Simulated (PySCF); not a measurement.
Dipole moment and polarisability of ZnS

Species: ZnS (singlet state).
Numbering: `[S:1]=[Zn:2]`

Structure used (PBE0-D3(BJ)/def2-SVP), in Å, numbered top down from 1:
```xyz
2
ZnS angstrom
S      1.0301   -0.0071   -0.0041
Zn    -1.0245    0.0096   -0.0242
```

Level: CAM-B3LYP/def2-SVPD (PySCF), static field, nuclei fixed, core orbitals frozen in the response. The polarisability tensor in these axes (au):

```
x   80.53 -0.27  0.32
y   -0.27 47.90  0.00
z    0.32  0.00 47.90
```

Task: What are the eigenvalues, a third of the trace, and Δα (Δα² = ½Σ(αi − αj)² over the three pairs)?

Result: Principal values 47.89, 47.89 and 80.53 au; mean 58.77 au = 8.71 Å³ = 9.69 × 10⁻⁴⁰ C²·m²/J; Δα = 32.64 au (56 % of the mean).

Task: What is the dipole moment, and where does it point?

Result: (-5.96, 0.05, -0.06) D, 5.96 D in size, pointing from the negative to the positive side. Measured along this direction, the outermost atoms are S1 at the negative end and Zn2 at the positive end.

Task: Rayleigh depolarisation ratio (linearly polarised light, static tensor)?

Result: ρ = 3Δα²/(45ᾱ² + 4Δα²) = 3196.5/(155444 + 4262.0) = 0.02.

Task: Find the Langevin capture rate constant for H3O+ (19.018 u) meeting this molecule (95.901 u), k = 2.342 × 10⁻⁹ cm³/s × √(α in Å³ / reduced mass in u).

Result: The reduced mass is 15.87 u, so k = 1.73 × 10⁻⁹ cm³/s. The formula leaves out the permanent dipole, which adds to the capture rate.

Task: How large is μ²/3kT at 350 K beside α?

Result: In Gaussian units μ²/3kT = 244.69 Å³ against 8.71 Å³, a ratio of 28.09; the Debye molar polarisation (4π/3)N_A(α + μ²/3kT) is 639.2 cm³/mol, leaving out the vibrational part.

Task: Molar refractivity from α?

Result: Lorentz–Lorenz: R = (4π/3)N_A α = 2.5225 cm³/(mol·Å³) × 8.71 Å³ = 22.0 cm³/mol, in the limit of long wavelengths.

Isolated species at its PBE0-D3(BJ)/def2-SVP geometry, gas phase.
